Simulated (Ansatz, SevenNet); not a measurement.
# How the equilibrium volume per atom of wurtzite AgI moves with the method

No measured value is used here.

Question: Put these levels in order of the equilibrium volume per atom that they give for wurtzite AgI, smallest first: HSE06 (Ansatz, a quantum-chemistry and plane-wave program), PBE-D4 (Ansatz), SevenNet-l3i5 (SevenNet).

Answer: PBE-D4 (34.21 Å³/atom), HSE06 (36.23 Å³/atom), SevenNet-l3i5 (36.54 Å³/atom)

K meshes differ between the levels. Ansatz's density-functional and Hartree–Fock values are scalar-relativistic unless marked +SOC, with PAW data made under PBE.

Machine-learned potentials (SevenNet-l3i5) are trained on DFT data, which may include these solids.
